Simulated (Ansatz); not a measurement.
**One shape, several levels: SiO2 (silicon dioxide molecule)**

Wanted: a comparison of 6 runs (UHF/STO-3G, BLYP/STO-3G, CAM-B3LYP/STO-3G, HSE06/STO-3G, wB97X/STO-3G, CCSD/STO-3G) of SiO2 (silicon dioxide molecule). 

The results are computed with Ansatz 0.2.0.

35 further runs of the same task are left out: 5 that didn't finish, 30 set aside as unsound or not needed.

**1. The structure to begin with**

SiO2 has 3 atoms, charge 0, and is taken as a singlet. SMILES: `O=[Si]=O`. The Si2–O1 distance was set to 1.882 Å, away from the relaxed value.

Bond lengths: O1–Si2 1.882 Å, Si2–O3 1.506 Å. Angles: O1–Si2–O3 180.0°.

**2. A single-point energy at UHF/STO-3G (run 1)**

Input file input.yaml:

```yaml
crystal:
  periodic: [false, false, false]
  atoms:
    - symbol: O
      position_ang: [0.872151, 1.536975, 0.648439]
    - symbol: Si
      position_ang: [-0.000010, 0.000000, -0.000000]
    - symbol: O
      position_ang: [-0.697730, -1.229610, -0.518760]
basis:
  gaussian:
    orbitals: STO-3G
magnetization:
  spin_polarized: true
  initial_magnetization: 0
hamiltonian:
  xc: hf
accuracy: high
```

Run with:

```sh
$ ansatz run input.yaml --threads 1 --pin off --max-ram 3480MiB --events-out events.jsonl --progress --plain --runs-dir runs
```

The program printed, shortened:

```text
Warning: RAYON_NUM_THREADS=1 ignored (pool sized by the plan → 1); use --threads N
Functional definition: HF
  name "HF"
[...]
320 factors; integrals over basis functions are off by at most 2.7e-8 eV
[...]
mean field -11785.74466165 eV, -433.1181276511 hartree, gradient 2.4e-9 eV, S^2 0.724660; 7 other end points of the search recorded, 0 dependent functions left out
reference -11785.74466165 eV, -433.1181276511 hartree; 15, 15 occupied and 4, 4 virtual orbitals, 320 factors
Total energy: -11785.74466165 eV, -433.1181276511 hartree
```

It took 2.2 s on 1 thread of Arm Neoverse V2, shared host.

**3. The energy at BLYP/STO-3G (run 2)**

Input file input.yaml:

```yaml
crystal:
  periodic: [false, false, false]
  atoms:
    - {symbol: O, position_ang: [0.872151, 1.536975, 0.648439]}
    - {symbol: Si, position_ang: [-0.000010, 0.000000, -0.000000]}
    - {symbol: O, position_ang: [-0.697730, -1.229610, -0.518760]}
basis:
  gaussian:
    orbitals: STO-3G
hamiltonian:
  xc: {name: BLYP}
accuracy: high
```

Run with:

```sh
$ ansatz run input.yaml --threads 1 --pin off --max-ram 3480MiB --events-out events.jsonl --progress --plain --runs-dir runs
```

The program printed:

```text
Warning: RAYON_NUM_THREADS=1 ignored (pool sized by the plan → 1); use --threads N
Functional definition: BLYP
  name "BLYP"
  parameter beta = 0.0042
  parameter a = 0.04918
  parameter b = 0.132
  parameter c = 0.2533
  parameter d = 0.349
  exchange = b88_x(beta = beta)
  correlation = lyp_c(a = a, b = b, c = c, d = d)
320 factors; integrals over basis functions are off by at most 2.7e-8 eV
mean field evaluation 1: about -11807.4200 eV, gradient 5.2e1 eV
mean field evaluation 2: about -11652.1374 eV, gradient 1.4e2 eV
mean field evaluation 4: about -11813.2624 eV, gradient 3.9e1 eV
mean field evaluation 8: about -11813.2295 eV, gradient 3.9e1 eV
mean field evaluation 16: about -11818.2073 eV, gradient 1.1e-8 eV
mean field -11818.20726629 eV, -434.3111063674 hartree, gradient 1.2e-8 eV, S^2 0.000000; 0 other end points of the search recorded, 0 dependent functions left out
reference -11818.20729344 eV, -434.3111073653 hartree; 15, 15 occupied and 4, 4 virtual orbitals, 320 factors
Total energy: -11818.20729344 eV, -434.3111073653 hartree
```

Run time: 0.8 s. Hardware: 1 thread of Arm Neoverse V2, shared host.

Runs 3 to 5 aren't shown in full; the table further down has their settings and results.

**4. The energy at CCSD/STO-3G (run 6)**

Input file in.yaml:

```yaml
crystal:
  periodic: [false, false, false]
  atoms:
    - {symbol: O, position_ang: [0.872151, 1.536975, 0.648439]}
    - {symbol: Si, position_ang: [-0.000010, 0.000000, -0.000000]}
    - {symbol: O, position_ang: [-0.697730, -1.229610, -0.518760]}
basis:
  gaussian:
    orbitals: STO-3G
correlation:
  method: ccsd
  frozen_orbitals: {O: 1, Si: 5}
accuracy: high
scf:
  omitted_lower_state_checks: [cluster_reference, increment]
```

Run with:

```sh
$ ansatz run in.yaml --threads 1 --pin off --max-ram 3480MiB --events-out events.jsonl --progress --plain --runs-dir runs
```

The program printed:

```text
Warning: RAYON_NUM_THREADS=1 ignored (pool sized by the plan → 1); use --threads N
[... 13 lines left out ...]
7 core orbitals not correlated: weight in the atoms' cores, before any rotation towards them, 1.000 or more for the frozen orbitals, at most 0.000 for the correlated occupied ones
[... 31 lines left out ...]
Total energy: -11790.62610155 eV, -433.2975172585 hartree
Checks for a lower state left out: cluster_reference, increment
```

Wall time 0.18 s (1 thread of Arm Neoverse V2, shared host).

**5. Overview of the runs**

```tsv
run	level	frozen core orbitals	energy (Eh)	wall time
1	UHF/STO-3G	–	-433.118128	2.2 s
2	BLYP/STO-3G	–	-434.311107	0.8 s
3	CAM-B3LYP/STO-3G	–	-434.246355	0.89 s
4	HSE06/STO-3G	–	-434.077200	1 s
5	wB97X/STO-3G	–	-434.291442	3.3 s
6	CCSD/STO-3G	7	-433.297517	0.18 s
```

**6. Results**

| quantity | value |
| --- | --- |
| run 6: total energy | -433.29752 Eh |
| run 6: correlation energy (7 core orbitals frozen) | -190.6 mEh |
| run 6: T1 diagnostic | 0.061 |

In words: Totals of different functionals can't be ranked against each other. In run 6 the T1 diagnostic is large, so a single reference may not serve. In run 6 the log says that unrestricted orbitals would lower the reference, so the values rest on an unstable closed-shell determinant (other closed-shell runs at this shape may share the fault). In runs 1, 2, 3, 4, 5, 6 the basis is minimal, so the values are rough. Spin contamination of the reference: run 1 ⟨S²⟩ = 0.72. Where it is this large, the reference is a mixture of spin states, and values that rest on it are in doubt. All runs together took 8.5 s, the longest 3.3 s.
